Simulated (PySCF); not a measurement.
**Atomic charges against the basis set**

H3O4P.
Geometry (PBE0-D3(BJ)/def2-SVP, Å), atoms numbered from 1 in this order:
```xyz
8
H3O4P angstrom
O      0.373   -0.032    1.608
P     -0.113   -0.041    0.221
O     -0.822    1.282   -0.356
O      1.041   -0.296   -0.884
O     -1.242   -1.132   -0.080
H     -0.345    2.084   -0.110
H      1.790   -0.745   -0.472
H     -1.596   -1.080   -0.977
```

PBE0 throughout (PySCF), one geometry, spherical d and f functions. Geometry: PBE0-D3(BJ)/def2-SVP, one conformer, isolated molecule. Atoms taken as equivalent share a column and are averaged.

Mulliken charges (e):

```
        basis  functions      O1      P2  O3/O4/O5  H6/H7/H8
       STO-3G         32  -0.513  +1.185    -0.431    +0.207
        6-31G         55  -0.606  +1.376    -0.701    +0.444
       6-31G*         80  -0.556  +1.208    -0.682    +0.465
     def2-SVP         89  -0.494  +1.001    -0.383    +0.214
6-311+G(2d,p)        161  -0.589  +1.214    -0.510    +0.301
    def2-TZVP        179  -0.504  +0.834    -0.458    +0.348
```

IAO charges (e):

| basis | functions | O1 | P2 | O3/O4/O5 | H6/H7/H8 |
| --- | --- | --- | --- | --- | --- |
| STO-3G | 32 | -0.660 | +1.499 | -0.533 | +0.254 |
| 6-31G | 55 | -0.806 | +1.765 | -0.707 | +0.387 |
| 6-31G* | 80 | -0.884 | +1.982 | -0.748 | +0.382 |
| def2-SVP | 89 | -0.881 | +1.975 | -0.744 | +0.380 |
| 6-311+G(2d,p) | 161 | -0.908 | +2.026 | -0.769 | +0.397 |
| def2-TZVP | 179 | -0.915 | +2.052 | -0.773 | +0.395 |

Hirshfeld charges (e):

```
        basis  functions      O1      P2  O3/O4/O5  H6/H7/H8
       STO-3G         32  -0.392  +0.746    -0.253    +0.135
        6-31G         55  -0.414  +0.613    -0.268    +0.201
       6-31G*         80  -0.398  +0.513    -0.240    +0.202
     def2-SVP         89  -0.399  +0.545    -0.244    +0.195
6-311+G(2d,p)        161  -0.395  +0.539    -0.242    +0.194
    def2-TZVP        179  -0.394  +0.523    -0.240    +0.196
```

ESP-fitted charges (e):

| basis | functions | O1 | P2 | O3/O4/O5 | H6/H7/H8 |
| --- | --- | --- | --- | --- | --- |
| STO-3G | 32 | -0.617 | +1.474 | -0.602 | +0.317 |
| 6-31G | 55 | -0.734 | +1.578 | -0.808 | +0.526 |
| 6-31G* | 80 | -0.572 | +0.999 | -0.599 | +0.457 |
| def2-SVP | 89 | -0.615 | +1.138 | -0.609 | +0.435 |
| 6-311+G(2d,p) | 161 | -0.579 | +0.988 | -0.577 | +0.440 |
| def2-TZVP | 179 | -0.589 | +1.011 | -0.579 | +0.439 |

Some averages cover members that differ in this geometry, most widely: O3/O4/O5, ESP-fitted in 6-311+G(2d,p) -0.619 to -0.547; O3/O4/O5, ESP-fitted in def2-TZVP -0.619 to -0.552; O3/O4/O5, Mulliken in 6-311+G(2d,p) -0.533 to -0.467; O3/O4/O5, ESP-fitted in 6-31G* -0.631 to -0.581 e.

Which scheme is steadiest as the basis changes?

Largest range over the bases for any column: Hirshfeld 0.23 e, Mulliken 0.54 e, IAO 0.55 e, ESP-fitted 0.59 e. Hirshfeld charges move least and ESP-fitted charges most, counted in e. Without the minimal STO-3G basis the ranges are Hirshfeld 0.10, Mulliken 0.54, IAO 0.29, ESP-fitted 0.59 e.

How much do the charges still move between the two largest bases, 6-311+G(2d,p) and def2-TZVP?

At most, over all atoms: Mulliken 0.380 e, IAO 0.026 e, Hirshfeld 0.016 e, ESP-fitted 0.023 e.

What do the same runs give for the total energy, the frontier levels and the dipole moment?

```
        basis  energy (Eh)  HOMO (eV)  LUMO (eV)  μ (D)
       STO-3G    -635.4560      -3.37       6.28   2.06
        6-31G    -643.4011      -9.02       0.10   3.13
       6-31G*    -643.6709      -8.49       1.03   3.08
     def2-SVP    -643.3650      -8.48       0.81   3.03
6-311+G(2d,p)    -643.8498      -8.92      -0.55   3.07
    def2-TZVP    -643.8975      -8.81       0.15   3.10
```

The dipole is fixed by the density alone, so its range of 1.07 D shows that the density itself changes with the basis, not only its division among atoms.
